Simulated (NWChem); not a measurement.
**Correlation energy of Li₂**

```
Li
Li 1 2.7871
```
Charge 0, spin multiplicity 1.

The numbers come from NWChem runs, not from measurements. The geometry was optimised at PBE0/def2-SVP, a minimum by its harmonic frequencies.

Basis set: cc-pVQZ. Each correlation energy counts from its own Hartree-Fock reference.

The correlated methods freeze no orbitals. The structure started from a generated list of species. No row is a measurement; the coupled-cluster row has its own basis-set and correlation limits.

```csv
method,correlation energy (mHa)
MP2,?
SCS-MP2,-64.0
CR-CCSD[T],-68.5
CR-CCSD(T),-68.5
CCSD,?
CCSD+T(CCSD),-68.6
CCSD(T),-68.6
```

Q: Fill in the missing entries.

A: 
- MP2, correlation energy (mHa): -54.0
- CCSD, correlation energy (mHa): -68.1
